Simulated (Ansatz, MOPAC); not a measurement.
# Zinc-blende HgTe: properties by level of theory

Reference values: lattice constant a 6.46 Å (measured, room temperature, not corrected to a static lattice; as tabulated in Cava et al. (2013), arXiv:1302.1059); bulk modulus 42.3 GPa (measured, temperature not stated, not corrected to a static lattice; as tabulated in Toher et al. (2017), arXiv:1611.05714).

```csv
level (code),lattice parameter a (Å),bulk modulus B0 (GPa)
PM7 semi-empirical Hartree-Fock (MOPAC) (MOPAC),6.342,123
LDA (Ansatz),6.435,47.5
PBE (Ansatz),6.650,34.2
```

Differences from the reference values (errors of the level alone only where the reference is corrected to a static lattice):

| level | lattice constant a (%) | bulk modulus (%) |
|---|---|---|
| PM7 semi-empirical Hartree-Fock (MOPAC) | -1.83 | +191 |
| LDA | -0.39 | +12.3 |
| PBE | +2.94 | -19.1 |

Nearest: lattice constant a, not ranked (reference at room or unstated temperature); bulk modulus, not ranked (reference at room or unstated temperature).

Caveats: the method was fitted mainly to molecules (PM7 semi-empirical Hartree-Fock (MOPAC)); the run uses a supercell at the zone centre in place of a k mesh (PM7 semi-empirical Hartree-Fock (MOPAC)). Ansatz's density-functional and Hartree–Fock values are scalar-relativistic unless marked +SOC, with PAW data made under PBE.

Differences are worked out from the printed values.

Ansatz is a first-principles code.
